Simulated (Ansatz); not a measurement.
**Other spins and charges of HAsF, quartet at one geometry**

Geometry (PBE0/def2-TZVP stationary point for this spin, not checked as a minimum):

```xyz
3

F     0.0000    0.0000    1.7587
As    0.0000    0.0000   -0.0416
H     0.0000    0.0000   -1.7171
```

Basis cc-pVDZ; Ansatz 0.2.0. Only valence electrons are correlated (noble-gas cores and the filled d shells of p-block atoms frozen). Prefix R: restricted or restricted open-shell reference. Active spaces: valence = (13e, 9o) chosen from the atoms' valence shells. No spin–orbit coupling is included, and no scalar relativity.

Gaps are energies of the second state less the first, at fixed atoms, for a selection of the levels run; each method lands on the state that its own search finds for that charge and spin.

Removing an electron, to the triplet: 9.560 eV at RCCSDTQ.

```
                   level  gap (eV)  error (meV)
                     RHF     9.888          328
                    RMP2     9.651           91
                   RCCSD     9.681          121
                RCCSD(T)     9.581           21
                 BCCD(T)     9.581           21
                  RCCSDT     9.568            8
               RCCSDT(Q)     9.567            7
  CASSCF (valence space)     8.629         -931
  NEVPT2 (valence space)     9.604           44
  MRCISD (valence space)     9.467          -93
MRCISD+Q (valence space)     9.560            0
                     PBE     9.493          -67
                  r2SCAN     9.870          310
                    PBE0     9.817          257
                   B3LYP     9.660          100
                 wB97M-V     9.656           96
                 RPA-PBE     9.325         -235
```

Removing an electron, to the quintet: 13.547 eV at RCCSDTQ.

| level | gap (eV) | error (meV) |
| --- | --- | --- |
| RHF | 12.034 | -1513 |
| RMP2 | 13.746 | 199 |
| RCCSD | 13.460 | -87 |
| RCCSD(T) | 13.530 | -17 |
| BCCD(T) | 13.532 | -15 |
| RCCSDT | 13.535 | -12 |
| RCCSDT(Q) | 13.546 | -1 |
| CASSCF (valence space) | 12.379 | -1168 |
| NEVPT2 (valence space) | 13.592 | 45 |
| MRCISD (valence space) | 13.373 | -174 |
| MRCISD+Q (valence space) | 13.500 | -47 |
| r2SCAN | 14.071 | 524 |

Doublet less quartet: 1.065 eV at RCCSDTQ.

```csv
level,gap (eV),error (meV)
RHF,1.974,909
RMP2,1.374,309
RCCSD,1.212,147
RCCSD(T),1.101,36
BCCD(T),1.094,29
RCCSDT,1.078,13
RCCSDT(Q),1.070,5
CASSCF (valence space),1.119,54
NEVPT2 (valence space),1.604,539
MRCISD (valence space),1.260,195
MRCISD+Q (valence space),1.220,155
```

Sextet less quartet: 11.002 eV at RCCSDTQ.

```tsv
level	gap (eV)	error (meV)
RHF	9.647	-1355
RMP2	11.178	176
RCCSD	10.908	-94
RCCSD(T)	10.983	-19
BCCD(T)	10.985	-17
RCCSDT	10.991	-11
RCCSDT(Q)	11.002	0
CASSCF (valence space)	10.594	-408
NEVPT2 (valence space)	11.274	272
MRCISD (valence space)	10.953	-49
MRCISD+Q (valence space)	10.963	-39
r2SCAN0	10.926	-76
wB97M-V	11.169	167
```

In so small a basis the reference is far from its limit while semilocal and hybrid functionals are nearer theirs (RPA and double hybrids share much of the reference's basis error), so the functionals' errors here hold much of the reference's basis and frozen-core error, which can add to them or hide them.

Full CI isn't at hand for all of this; RCCSDTQ serves as the reference, and is uncertain by about the last step of the cluster series.
